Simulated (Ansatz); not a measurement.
Molecule: hydrazine, N2H4 (charge 0, singlet). SMILES: NN
Structure (B3LYP-D3(BJ)/def2-TZVP (Ansatz, a first-principles code) minimum search):
```xyz
6

N     -0.0129     0.7139    -0.0827
N      0.0114    -0.7158    -0.0646
H      0.2269     1.1174     0.8176
H     -0.9512     1.0064    -0.3221
H     -0.2103    -1.0959     0.8505
H      0.9449    -1.0146    -0.3149
```
Charge 0, spin multiplicity 1.

Quantity: vertical ionisation energy (to the doublet state of charge +1; each state is the SCF solution reached for its spin; for the doublet T1 is 0.054), in eV. Cores are frozen in the correlated levels unless marked. Open shells are spin-unrestricted. Spin-orbit coupling is left out. No relativistic terms. Basis-set limits of correlation are two-point, X^-3; Hartree-Fock from the larger set. [CCSD(T)-MP2]/basis is that difference in the basis named.

RI-MP2/CBS(def2-TZVPPD,def2-QZVPPD)+[CCSD(T)-MP2]/def2-TZVPPD (Ansatz) gives 10.30 eV.

Q: Another calculation gave 10.16 eV. Which level was it?
(A) B2PLYP/def2-TZVPD (Ansatz)
(B) PBE0/def2-TZVPD (Ansatz)
(C) r2SCAN/def2-TZVPD (Ansatz)

A: A, B2PLYP/def2-TZVPD (Ansatz). The others give 9.85 (r2SCAN), 9.97 (PBE0) eV.
